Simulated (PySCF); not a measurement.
## How the method changes the constants of Al₂

State: ³Πu (triplet), unpaired electrons σ ↑, π ↑. Set-up: Al cc-pV(D+d)Z; no relativity (PySCF 2.14). De refers to Al + Al in their high-spin ground configurations, without counterpoise correction. The functionals are run spin-unrestricted.

| Level | Re (Å) | ωe (cm⁻¹) | De (eV) | CPU s a point (SCF and correlation, without the integrals) |
| --- | --- | --- | --- | --- |
| UHF | 2.759 | 277 | 0.76 | 0.096 |
| UHF-MP2 | 2.735 | 288 | 1.21 | 0.15 |
| UHF-SCS-MP2 | 2.729 | 292 | 1.09 | n/a |
| UHF-CCSD | 2.747 | 280 | 1.14 | n/a |
| UHF-CCSD(T) | 2.748 | 279 | 1.23 | 0.88 |
| PBE | 2.760 | 260 | 1.63 | 0.43 |
| PW91 | 2.757 | 260 | 1.64 | 0.32 |
| r²SCAN | 2.742 | 272 | 1.60 | 0.52 |
| B3LYP | 2.760 | 258 | 1.34 | 0.51 |
| PBE0 | 2.732 | 275 | 1.52 | 0.86 |
| M06 | 2.729 | 270 | 1.52 | 0.57 |
| ωB97X | 2.693 | 298 | 1.36 | 0.5 |

**Question.** Which functional lies closest to UHF-CCSD(T) in De, which farthest, and by how much do they differ from it?

**Answer.** Closest is B3LYP (+1.2 pm in Re, -7.5 % in ωe, +0.11 eV in De against UHF-CCSD(T) in the same basis), farthest PW91 (+0.9 pm in Re, -6.8 % in ωe, +0.41 eV in De). CCSD(T) converges more slowly with the basis than the functionals do and binds too weakly in this one, so the order can change at the basis-set limit.

**Question.** What does a quarter of exact exchange do here, going from PBE to PBE0?

**Answer.** PBE0 less PBE: -2.8 pm in Re, +5.8 % in ωe, -0.11 eV in De. Exact exchange removes part of the self-interaction that spreads semilocal densities, and in most molecules shortens and stiffens the bond and lowers De; so it does here.

**Question.** What does second-order correlation do here, going from UHF to UHF-MP2?

**Answer.** UHF-MP2 less UHF: -2.4 pm in Re, +4.0 % in ωe, +0.45 eV in De. Correlation nearly always deepens the well. The bond shortens, as is common for weak, ionic, metallic or heavy-atom bonds, where dispersion and the correlation of outer-core electrons can pull the atoms together.

Correlated steps freeze 10 core orbitals. Correlated levels converge slowly with the basis: in double zeta they bind strong bonds too weakly, by up to about 1 eV, and carry superposition errors of some tenths. The state is the lowest determinant that a PBE0 search found; another state may lie lower at other levels.

The whole job (state search and all levels along the bond) took about 1.4 min on 1 thread of Oxide Virtual Turin-like (shared host), peak memory 0.53 GiB.
